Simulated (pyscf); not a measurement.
This saddle point was located with ωB97X-D3(BJ)/def2-SVP in PySCF.

```xyz
10

C     -1.3733    -0.8782    -0.0065
Ge    -0.4565     1.1627     0.1146
H     -1.3415    -1.7868    -0.6338
H     -2.4030    -0.4989    -0.0268
H     -1.0544    -1.1639     1.0040
H     -1.3438     1.3200     1.3812
H      0.9905     1.1511     0.5794
H     -0.9894     2.1308    -0.9289
Cl     0.6446     0.0239    -2.0719
H     -0.5362    -0.4826    -0.8484
```
Charge 0, spin multiplicity 1.

Surface: singlet, charge 0. Lowest wavenumbers (cm⁻¹): 731i, 209, 234, 248, 307.

**Question.** Which two sides does it connect, and which bonds change?

**Answer.** H₃C–GeH₃ + HCl <-> CH₄ + Cl–GeH₃, a four-centre exchange read from left to right: C–Ge, Cl–H broken and C–H, Cl–Ge formed. At CCSD(T)/def2-TZVPP + ΔMP2(QZVPP) it lies +43.0 kcal/mol from the left side and +63.4 kcal/mol from the right (each side as separated species at their lowest minima found). One saddle was located; it need not be the lowest between these sides. The CCSD(T) − MP2 part came from Ansatz, without density fitting, on the same reference. The frozen core leaves the outer d or s,p core shells of the metals and heavy elements correlated in the MP2 and CC values, and def2-TZVPP describes them poorly, which can shift differences by a few kcal/mol. Elements up to Kr have no core potential and no relativistic terms here.
